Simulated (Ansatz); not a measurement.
# SiHO2+ (triplet): the correlation ladder, cc-pVTZ

One table from this session's results is given with a row withheld; the runs are named, their logs left out.

Computed with Ansatz 0.2.0, Gaussian basis. Level: cc-pVTZ, core rule «outside noble gas», up to 7 orbitals frozen.

To be run: UHF; CCSD(T) on ROHF; CCSD(T) on UHF; BCCD(T) on ROHF; CCSDT(Q) on ROHF; CCSDT(Q) on UHF.

9 further runs of the same task are left out: 3 for a known fault of the program, 1 that didn't finish, 5 set aside as unsound or not needed. Runs told in other sessions of the task aren't counted.

### What is computed

The geometry is a PBE0/def2-TZVP stationary point (not a proven minimum) of the parent state, kept for this charge and spin.

4 atoms, charge 1, spin multiplicity 3.

Atoms are counted from 1 here; the program's logs count them from 0.

Bond lengths: Si1–O2 1.675 Å, Si1–O3 1.675 Å, Si1–H4 1.518 Å. Angles: O2–Si1–O3 108.7°, O2–Si1–H4 103.2°, O3–Si1–H4 103.2°.

The first run:

File in.yaml:

```yaml
crystal:
  periodic: [false, false, false]
  atoms:
    - {symbol: Si, position_ang: [-0.131469, -0.484771, 0.000000]}
    - {symbol: O, position_ang: [0.080687, 0.468628, -1.360578]}
    - {symbol: O, position_ang: [0.080687, 0.468628, 1.360578]}
    - {symbol: H, position_ang: [1.101729, -1.369640, 0.000000]}
basis:
  gaussian: {orbitals: cc-pVTZ}
total_charge: 1
magnetization: {spin_polarized: true, initial_magnetization: 2}
hamiltonian: {xc: hf}
output: {orbitals: {seedname: orbitals}}
```

Started as:

```console
ansatz run in.yaml --threads 1 --pin off --events-out ev --progress --plain --max-ram 4096MiB --backend cpu
```

Steps of the session up to this table: UHF; CCSD(T) on ROHF; CCSD(T) on UHF; BCCD(T) on ROHF; CCSDT(Q) on ROHF; CCSDT(Q) on UHF.

One table of the session follows, with a row left open; its other results are not shown here.

It belongs to the step «Misses and costs». 

| method | from RCCSDT(Q) (kcal/mol) |
| --- | --- |
| ROHF | +336.64 |
| UHF | +329.87 |
| RMP2 | ? |
| UMP2 | +35.90 |
| RCCSD | +15.20 |
| UCCSD | +15.04 |
| RCCSD(T) | +2.36 |
| UCCSD(T) | +2.40 |
| BCCD(T) | +2.34 |
| RCCSDT | +0.82 |
| UCCSDT | +0.78 |
| RCCSDT(Q) | 0 |
| UCCSDT(Q) | -0.32 |

Q: Estimate the row for RMP2 from the others.

**Answer.** from RCCSDT(Q) (kcal/mol): +35.43. In the column «from RCCSDT(Q) (kcal/mol)» it lies between RCCSD (+15.20) and UMP2 (+35.90).

Caveats from the session: Restricted and unrestricted rows rest on different reference determinants; a gap between their highest levels can come from leftover correlation error, from unlike frozen cores or from another state.
